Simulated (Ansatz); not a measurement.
The cluster P₂S₄⁺. Total charge 1; doublet. Geometry PBE0-D4/def2-SVP; atoms count from 1.

Cartesian coordinates in Å:
```
P -0.922 1.181 -1.318
P 1.009 0.402 -1.672
S 0.112 -1.640 0.939
S -0.188 0.160 1.875
S -1.614 1.042 0.620
S 1.604 -1.144 -0.444
```

Another isomer (doublet) lies 1.40 eV lower at PBE0-D4/def2-TZVP; other spin states weren't run for this one.

(1) Estimate the Mulliken populations from the PBE0/def2-TZVP orbitals of Ansatz.

(2) Where does the spin sit?

(3) And the Mayer bond orders between heavy atoms (over 0.3)?

Results:

(1) 
```json
{"atom": "P1", "charge (e)": "0.25", "spin (α − β)": "0.21"}
{"atom": "P2", "charge (e)": "0.25", "spin (α − β)": "0.21"}
{"atom": "S3", "charge (e)": "0.12", "spin (α − β)": "0.06"}
{"atom": "S4", "charge (e)": "0.12", "spin (α − β)": "0.06"}
{"atom": "S5", "charge (e)": "0.13", "spin (α − β)": "0.23"}
{"atom": "S6", "charge (e)": "0.13", "spin (α − β)": "0.23"}
```
Mulliken values depend strongly on the basis.

(2) Summed by element: P 0.42, S 0.58, of 1 unpaired in all. Largest on single atoms: S6 0.23, S5 0.23, P1 0.21.

(3) P1–P2 1.48 (2.11 Å); P1–S5 1.39 (2.06 Å); P2–S6 1.39 (2.06 Å); S3–S4 1.20 (2.05 Å); S3–S6 1.09 (2.09 Å); S4–S5 1.09 (2.09 Å).
